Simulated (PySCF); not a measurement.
**Where the electron goes**

C3H6.
Numbering: `[CH2:1]=[CH:2][CH3:3]` (hydrogens: H4, H5 on C1; H6 on C2; H7, H8, H9 on C3)

Geometry (PBE0-D3(BJ)/def2-TZVP, Å), atoms numbered from 1 in this order:
```xyz
9
C3H6 angstrom
C      1.297    0.416   -0.235
C      0.315   -0.118    0.477
C     -1.098   -0.248    0.024
H      1.119    0.807   -1.233
H      2.308    0.483    0.149
H      0.538   -0.499    1.472
H     -1.778    0.274    0.705
H     -1.235    0.161   -0.978
H     -1.412   -1.296    0.013
```

Method used: TDDFT CAM-B3LYP/aug-cc-pVTZ, vertical, gas phase, core orbitals frozen in the response (PySCF). Isolated species at its PBE0-D3(BJ)/def2-TZVP geometry, gas phase.

Frontier orbitals with the atoms that hold most of them (Löwdin shares over 4%, at most four atoms; ? is withheld):

```csv
orbital,ε (eV),atoms
LUMO+2,0.71,"H4 26%, H6 23%, H8 13%, C3 12%"
LUMO+1,0.68,"H5 38%, H7 11%, H9 11%, C1 9%"
LUMO,0.33,?
HOMO,?,?
HOMO-1,-11.17,"C2 26%, C1 23%, C3 16%, H6 11%"
HOMO-2,-11.93,"C3 35%, C2 16%, C1 14%, H8 10%"
HOMO-3,-13.14,"C3 46%, H9 15%, H7 15%, C2 13%"
```

Task: Give the leading atoms of the LUMO.

Result: H7 (bonded to C) 20%; H9 (bonded to C) 20%; H6 (bonded to C) 17%; H8 (bonded to C) 14%.

Task: Which atoms hold the HOMO, and with what shares?

Result: C1 (bonded to C and 2 H) 37%; C2 (bonded to 2 C and H) 33%; C3 (bonded to C and 3 H) 10%; H5 (bonded to C) 6%. By element: carbon 80%, hydrogen 6% or more.

Task: What is the HOMO energy, and the HOMO–LUMO gap?

Result: ε(HOMO) = -8.73 eV; the gap is 9.06 eV (0.3330 hartree).

Task: How does S1 compare with the orbital gap of 9.06 eV?

Result: S1 is at 6.51 eV (f = 0.023), 2.55 eV below the gap, made of HOMO→LUMO (85%). Without the coupling terms of the response equations the lowest excitation would equal the gap.

Task: Give energy, strength and leading configuration of S1 and S4, and follow the Löwdin shares of the leading atoms from the occupied to the empty orbital.

Result: 
- S1 (6.51 eV, f 0.023), HOMO→LUMO (85%): C1 37% → at most 15%, C2 33% → at most 15%, H7 at most 6% → 20%, H9 at most 6% → 20%
- S4 (7.20 eV, f 0.017), HOMO→LUMO+1 (80%): C1 37% → 9%, C2 33% → at most 9%, H5 6% → 38%, H7 at most 6% → 11%
